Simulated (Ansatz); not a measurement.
# CH₃Si (doublet): from a generated start to a stationary point

Where does this start of CH₃Si (doublet) end when it is relaxed?

Program: Ansatz 0.2.0, Gaussian basis. Level of theory: UKS PBE0/def2-TZVP. These are calculated values, not measurements.

### 1 The starting structure

5 atoms, charge 0, spin multiplicity 2.

Atoms are counted from 1 here; the program's logs count them from 0.

Bond lengths: Si1–C2 1.773 Å, Si1–H3 1.473 Å, C2–H4 1.084 Å, C2–H5 1.081 Å. Angles: C2–Si1–H3 118.5°, Si1–C2–H4 118.5°, Si1–C2–H5 120.4°, H4–C2–H5 112.5°.

The start was built by rule and, where that kept it together, relaxed with GFN2-xTB. Sticks and bond lists go by distance. 

### 2 The run

File in.yaml:

```yaml
crystal:
  periodic: [false, false, false]
  atoms:
    - {symbol: Si, position_ang: [-0.569758, -0.029354, 0.132303]}
    - {symbol: C, position_ang: [1.157371, -0.018989, -0.267131]}
    - {symbol: H, position_ang: [-1.393110, 1.122501, -0.274878]}
    - {symbol: H, position_ang: [1.743999, 0.853903, -0.003957]}
    - {symbol: H, position_ang: [1.733654, -0.932197, -0.224550]}
basis:
  gaussian: {orbitals: def2-TZVP}
magnetization: {spin_polarized: true, initial_magnetization: 1}
hamiltonian: {xc: pbe0}
relax: {f_tol: 0.004, max_steps: 80}
```

Run with:

```console
ansatz run in.yaml --threads 1 --pin off --events-out ev --progress --plain --max-ram 1740MiB
```

What does the calculation give? Wanted: energy gained; shift from the start; total energy; dipole moment; ⟨S²⟩.

**Answer**, as computed:

| quantity | value |
| --- | --- |
| steps | 9 |
| energy gained | 0.161 eV |
| shift from the start (rms) | 0.172 Å |
| total energy | -8956.3177 eV |
| dipole moment | 0.63 D |
| ⟨S²⟩ | 0.779 |

The bonds of the start are those of the end. Si1–C2 went from 1.773 to 1.705 Å. No vibrations were run, so this is a stationary point, not a proven minimum, and this spin need not be the ground state's.
